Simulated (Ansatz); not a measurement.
A run of Ansatz (development build ahead of 0.2.0) on singlet CH₃F at this shape:

```xyz
5

C    -0.0144   -0.0466   -0.6295
F    -0.0296   -0.0257    0.7758
H     0.0243   -1.0750   -0.9768
H    -0.9243    0.5199   -1.0386
H     0.9044    0.4687   -1.0010
```

Its results:

```
Converged                       : yes
Reference energy                : -139.08917 hartree
Correlation energy              : -0.43586 hartree
Total energy                    : -139.52503 hartree
Spin squared of the determinant : 0.000
```

Question: Which input gives this output? Name the method, the orbitals and the basis set, and write the input.

Answer: RHF-MP2 in cc-pVTZ. An unrestricted run that stays on the closed shell gives the same numbers.

```yaml
crystal:
  periodic: [false, false, false]
  atoms:
    - { symbol: C, position_ang: [-0.0144, -0.04665, -0.62951] }
    - { symbol: F, position_ang: [-0.02959, -0.02568, 0.77575] }
    - { symbol: H, position_ang: [0.02433, -1.07497, -0.97681] }
    - { symbol: H, position_ang: [-0.92433, 0.51986, -1.03858] }
    - { symbol: H, position_ang: [0.90441, 0.46873, -1.001] }
basis:
  gaussian: { orbitals: cc-pVTZ }
hamiltonian:
  xc: hf
correlation:
  method: mp2
  frozen_orbitals: { C: 1, F: 1, H: 0 }
```
